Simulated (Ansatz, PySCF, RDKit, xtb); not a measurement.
**Which structure has the formula CHNP?**

Only the formula CHNP is given (odd number of electrons). Aim: find the structure of lowest free energy at 298.15 K, then its properties.

Plan: many cheap relaxations first (GFN2-xTB), then density-functional screening, relaxation at PBE0-D3(BJ)/def2-SVP, vibrations and a final energy. The numbers are computed, not measured.

6 further runs of the same task are left out: 6 set aside as unsound or not needed.

### 1 Drawing up candidates

A program enumerates the bonding patterns with one Lewis structure each (two rings at most, one unusual centre or charged pair), with their diastereomers. O–O, O–halogen and N–halogen bonds and N–N–N chains are not drawn. That gives 9 candidates.

| label | SMILES | spin |
| --- | --- | --- |
| c088 | [CH]=P#N | doublet |
| c137 | [CH]=[N+]=[P-] | doublet |
| c265 | [C]1=PN1 | doublet |
| c310 | [C]#P=N | doublet |
| c581 | N#C[PH] | doublet |
| c750 | C1=N[P]1 | doublet |
| c814 | [C]#[N+][PH-] | doublet |
| c863 | [C]1=N[P@H]1 | doublet |
| c896 | N=C=[P] | doublet |

Candidates are built by distance geometry, with a force field where one applies, in up to four conformers (letters a to d). 6 starts with atoms placed at random are added, to find patterns that the rules miss.

Q: Predict the outcome of this search (final energies at CCSD(T)/def2-TZVPP).

| quantity | value |
| --- | --- |
| lowest structure found | N#C[PH], doublet, Cs |
| next finalist | [C]#[N+][PH-], doublet, 14.7 kcal/mol higher in G |
| share at equilibrium, among the finalists | 100.0 % |
| harmonic wavenumbers, lowest and highest (PBE0-D3(BJ)/def2-SVP) | 324 and 2396 cm⁻¹ |
| rotational constants, same geometry | 8.447, 0.1858, 0.1818 cm⁻¹ |
| dipole moment (PBE0/def2-TZVPD) | 3.17 D |
| HOMO energy (highest over α and β) (PBE0/def2-TZVPD) | -7.91 eV |
| LUMO energy (lowest over α and β) (PBE0/def2-TZVPD) | -4.23 eV |
| lowest excitation (TD-PBE0/def2-SVPD) | 2.81 eV (f = 0.005) |
| strongest of the states computed, same level | 4.46 eV (f = 0.017) |
| vertical ionisation energy (to the singlet cation) | 10.32 eV |
| vertical electron affinity | 2.20 eV |
| vertical quartet less doublet | +5.65 eV |

`N#C[PH]` comes out lowest. The margin of 14.7 kcal/mol over the next finalist is beyond the usual error of the last level; it says nothing of structures that weren't ranked. GFN2-xTB, HF/STO-3G, r2SCAN-D4/def2-SVP, PBE0-D3(BJ)/def2-SVP, HF/def2-TZVPP and MP2/def2-TZVPP already put its bonding pattern lowest among the structures in one piece. A large T1 diagnostic among the finalists warns that one reference determinant may not suffice. It concerns: the finalist N=C=[P] (doublet). The stability test raises a flag; for an open shell a flag towards a general spinor solution can be the free rotation of the spin. The search is not exhaustive (a finite list of starts, one conformer a finalist), so a lower isomer can't be ruled out.
